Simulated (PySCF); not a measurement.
P₂, SMILES P#P. Atoms are numbered in the order given.

```xyz
2

P      0.0000     0.0000    -0.9442
P      0.0000     0.0000     0.9442
```

Geometry optimised at B3LYP-D3(BJ)/def2-TZVPD.

Calculation: B3LYP-D3(BJ)/def2-TZVPD (PySCF 2.14.0).

Frequencies are harmonic and unscaled.

Computed normal modes with their intensities:
```json
[
 {"mode": "1", "ν (cm⁻¹)": "812", "IR (km/mol)": "0.0", "moving atoms (share of kinetic energy)": "P 100 %"}
]
```
